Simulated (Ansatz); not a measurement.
Geometry optimisation, Ansatz 0.2.0, UKS PBE0-D4/6-31G*.

Input:

```yaml
crystal:
  periodic: [false, false, false]
  atoms:
    - { symbol: Al, position_ang: [0.009815, 0.005172, -0.193343] }
    - { symbol: H, position_ang: [-0.120854, 0.016554, 2.569868] }
    - { symbol: C, position_ang: [1.723169, 0.010789, -1.177998] }
    - { symbol: H, position_ang: [2.038377, -1.02377, -1.36575] }
    - { symbol: H, position_ang: [1.595129, 0.511244, -2.145293] }
    - { symbol: H, position_ang: [2.518053, 0.507472, -0.611554] }
    - { symbol: Cl, position_ang: [-1.762179, -0.019538, -1.388443] }
    - { symbol: H, position_ang: [-0.146011, -0.008024, 3.281712] }
magnetization:
  spin_polarized: true
  initial_magnetization: 1
basis:
  gaussian: { orbitals: "6-31G*" }
hamiltonian:
  xc: pbe0
  dispersion: d4
relax:
  f_tol: 0.03
  max_steps: 50
output:
  orbitals: {}
```

Launched with:

```bash
$ ansatz run input.yaml --threads 1 --pin off --max-ram 2048MiB --backend cpu --events-out ev --progress --plain --runs-dir out
```

Question: Where does it end, and by what steps?

Answer: It converged. The force dipped under the threshold on the way, but the program's further checks kept it going. After 13 steps the energy has fallen by 0.073 eV; H8 moved furthest, 0.63 Å.

| step | energy less start (eV) | largest force component (eV/Å) | accepted |
| --- | --- | --- | --- |
| 0 | 0.0000 | 1.518 | yes |
| 1 | -0.0537 | 0.074 | yes |
| 2 | -0.0639 | 0.053 | yes |
| 3 | -0.0686 | 0.024 | yes |
| 4 | -0.0700 | 0.028 | yes |
| 5 | -0.0705 | 0.033 | yes |
| 6 | -0.0708 | 0.042 | yes |
| 7 | -0.0712 | 0.070 | yes |
| 8 | -0.0717 | 0.085 | yes |
| 9 | -0.0721 | 0.089 | yes |
| 10 | -0.0724 | 0.081 | yes |
| 11 | -0.0726 | 0.078 | yes |
| 12 | -0.0728 | 0.061 | yes |
| 13 | -0.0730 | 0.019 | yes |

```xyz
8
Properties=species:S:1:pos:R:3
Al 0.016 0.015 -0.426
H -0.252 0.089 3.153
C 1.760 0.020 -1.349
H 1.921 -0.957 -1.823
H 1.751 0.780 -2.141
H 2.596 0.222 -0.671
Cl -1.696 -0.257 -1.672
H -0.241 0.088 3.898
```

Run time: 49 s on 1 thread of Arm Neoverse V2 (shared host), peak memory 0.16 GiB.
